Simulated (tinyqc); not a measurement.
Inside a calculation. Method: ROHF in the sto-3g basis, for BH2, spin multiplicity 2. This run ends on a higher stationary point, not on the lowest solution. One step of it, computed by the program tinyqc.

Task: Iteration 2: diagonalisation and new density. Diagonalise F' = X^T F X, C = X C', fill 4 alpha and 3 beta electrons from the bottom; D(s) = C_occ C_occ^T. Each column has its largest component positive (the first on a tie).

effective F (hartree), lower triangle:
```
            1B 1s      1B 2s    1B 2px     1B 2py     1B 2pz      2H 1s      3H 1s
1B 1s   -7.288285
1B 2s   -2.151037  -0.996696
1B 2px   0.000000   0.000000  0.083130
1B 2py  -0.000625  -0.014941  0.000000  -0.219377
1B 2pz   0.013398  -0.098971  0.000000  -0.004520   0.252831
2H 1s   -0.625655  -0.596812  0.000000  -0.367754  -0.109155  -0.414297
3H 1s   -0.542409  -0.553080  0.000000   0.355723  -0.106233  -0.128658  -0.370019
```

X, lower triangle:
```
            1B 1s      1B 2s    1B 2px     1B 2py     1B 2pz      2H 1s     3H 1s
1B 1s    1.031777
1B 2s   -0.167702   1.320628
1B 2px   0.000000   0.000000  1.000000
1B 2py  -0.000822   0.026292  0.000000   1.293152
1B 2pz  -0.008111   0.089589  0.000000   0.006898   1.027505
2H 1s    0.026133  -0.386389  0.000000  -0.402444  -0.117552   1.331999
3H 1s    0.026236  -0.335621  0.000000   0.365534  -0.105029  -0.057360  1.277803
```

Give: F' = X^T F X; orbital energies; coefficients C; D(alpha) after iteration 2; D(beta) after iteration 2.

Result:

F' = X^T F X (hartree), lower triangle:
```
         1        2       3        4        5        6       7
1  -7.0966
2  -1.1644  -0.1780
3   0.0000   0.0000  0.0831
4   0.0032   0.0131  0.0000   0.2738
5   0.0112   0.0347  0.0000   0.0034   0.3003
6  -0.1034  -0.4527  0.0000  -0.5108  -0.1426   0.1182
7  -0.0723  -0.4114  0.0000   0.4837  -0.1332  -0.0970  0.0962
```

orbital energies (hartree): MO1 -7.2942, MO2 -0.5841, MO3 -0.4641, MO4 0.0831, MO5 0.2431, MO6 0.6657, MO7 0.9474

coefficients C:
```
            MO1      MO2      MO3     MO4      MO5      MO6      MO7
1B 1s    0.9910  -0.2262   0.0161  0.0000   0.1230  -0.2119  -0.0259
1B 2s    0.0354   0.5617  -0.0528  0.0000  -0.5289   1.1852   0.1970
1B 2px   0.0000   0.0000   0.0000  1.0000   0.0000   0.0000   0.0000
1B 2py   0.0004   0.0409   0.4966  0.0000   0.0066  -0.1250   1.3056
1B 2pz   0.0004   0.0852  -0.0078  0.0000   0.8612   0.5784   0.0722
2H 1s   -0.0065   0.3996   0.3977  0.0000   0.2116  -0.7689  -1.0721
3H 1s   -0.0061   0.3285  -0.4653  0.0000   0.2173  -0.9339   0.8063
```

D(alpha) after iteration 2, lower triangle:
```
          1B 1s    1B 2s  1B 2px   1B 2py  1B 2pz    2H 1s   3H 1s
1B 1s    1.0334
1B 2s   -0.0928   0.3196
1B 2px   0.0000   0.0000  1.0000
1B 2py  -0.0008  -0.0033  0.0000   0.2482
1B 2pz  -0.0190   0.0483  0.0000  -0.0004  0.0073
2H 1s   -0.0904   0.2032  0.0000   0.2138  0.0309   0.3179
3H 1s   -0.0879   0.2089  0.0000  -0.2176  0.0316  -0.0537  0.3245
```

D(beta) after iteration 2, lower triangle:
```
          1B 1s    1B 2s  1B 2px   1B 2py  1B 2pz    2H 1s   3H 1s
1B 1s    1.0334
1B 2s   -0.0928   0.3196
1B 2px   0.0000   0.0000  0.0000
1B 2py  -0.0008  -0.0033  0.0000   0.2482
1B 2pz  -0.0190   0.0483  0.0000  -0.0004  0.0073
2H 1s   -0.0904   0.2032  0.0000   0.2138  0.0309   0.3179
3H 1s   -0.0879   0.2089  0.0000  -0.2176  0.0316  -0.0537  0.3245
```
